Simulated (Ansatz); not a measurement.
**Relative stability**

Two relaxed structures of BSiH4S, doublet (PBE0-D4/def2-TZVP; forces vanish, vibrations not checked).

A:

| atom | x (Å) | y (Å) | z (Å) |
| --- | --- | --- | --- |
| Si1 | -0.6685 | 0.1148 | -0.4810 |
| B2 | 0.8834 | -0.8028 | 0.2172 |
| S3 | 2.3274 | -1.0138 | -0.8063 |
| H4 | -1.8984 | 0.3224 | 0.3165 |
| H5 | -0.7659 | 0.6798 | -1.8477 |
| H6 | 3.1048 | -1.6751 | 0.0682 |
| H7 | 0.8712 | -1.2255 | 1.3319 |

B:

| atom | x (Å) | y (Å) | z (Å) |
| --- | --- | --- | --- |
| Si1 | -0.6216 | 0.4772 | -0.3147 |
| B2 | 0.8247 | -0.6664 | 0.5607 |
| S3 | 2.0406 | -1.2101 | -0.4841 |
| H4 | -1.9304 | -0.1993 | -0.1015 |
| H5 | -0.4043 | 0.6818 | -1.7682 |
| H6 | -0.6389 | 1.7976 | 0.3725 |
| H7 | 0.7300 | -0.8808 | 1.7353 |

Program: Ansatz 0.2.0. Basis: def2-TZVPP. Cores are frozen in the correlated methods; orbitals are unrestricted. B3LYP uses VWN-RPA correlation.

Which structure is lower at CCSD(T), and by how much? (An estimate is asked for; the value comes from the calculation.)

Computed: B, by 0.217 eV (electronic energy, against the other). By their contacts, A is BSiH₄S ([SiH2][BH][SH]) and B is BSiH₄S ([SiH3][BH][S]).

All methods give the same order:

```json
{"method": "PBE-D4", "E(B) − E(A) (eV)": "-0.145"}
{"method": "r2SCAN-D4", "E(B) − E(A) (eV)": "-0.163"}
{"method": "PBE0-D4", "E(B) − E(A) (eV)": "-0.124"}
{"method": "B3LYP-D4", "E(B) − E(A) (eV)": "-0.237"}
{"method": "wB97M-V", "E(B) − E(A) (eV)": "-0.184"}
{"method": "HF", "E(B) − E(A) (eV)": "-0.376"}
{"method": "MP2", "E(B) − E(A) (eV)": "-0.077"}
{"method": "CCSD", "E(B) − E(A) (eV)": "-0.223"}
{"method": "CCSD(T)", "E(B) − E(A) (eV)": "-0.217"}
```

The T1 diagnostic stays at or below 0.028. ⟨S²⟩ of the unrestricted Hartree–Fock references: 0.77 (a pure state has 0.75).

Labels in which every atom is bracketed show which atoms are joined, not bond orders.

For scale, one of the runs: CCSD(T)/def2-TZVPP, 171 basis functions, launched by `ansatz run in.yaml --threads 2 --pin off --events-out ev --progress --plain --max-ram 4352MiB`. Hardware: 2 CPU threads of an Arm Neoverse V1, shared host. Wall time 96 s; peak host memory 3.2 GiB.
